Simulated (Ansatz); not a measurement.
We consider 1T (CdI2-type) ZrSe2, described by HSE06 (Ansatz, a program for electronic structure, PAW).

Run with plane-wave cutoff 520 eV, 6×6×4 k mesh (along the axes of the cell as run), Fermi–Dirac smearing 0.01 eV, scalar-relativistic PAW data made under PBE.

Starting structure:

```xyz
3
Lattice="3.7700 0.0000 0.0000 -1.8850 3.2649 0.0000 0.0000 0.0000 6.1400" Properties=species:S:1:pos:R:3 pbc="T T T"
Zr     0.0000     0.0000     0.0000
Se     0.0000     2.1766     1.5657
Se     1.8850     1.0883     4.5743
```

Into what structure does the relaxation of cell and atoms lead at this level, with the symmetry of the start kept?

The volume goes up by 12 %; final space group P-3m1.
```xyz
3
Lattice="3.7968 0.0000 0.0000 -1.8984 3.2881 0.0000 0.0000 0.0000 6.7692" Properties=species:S:1:pos:R:3 pbc="T T T"
Zr     0.0000     0.0000     0.0000
Se     0.0000     2.1921     1.5599
Se     1.8984     1.0960     5.2093
```

Note: the cell comes from a level without a dispersion term, which matters for the spacing of layers, chains or molecules; the cell has widely spaced layers and the level no dispersion term, so their spacing and the moduli can rest on weak binding.
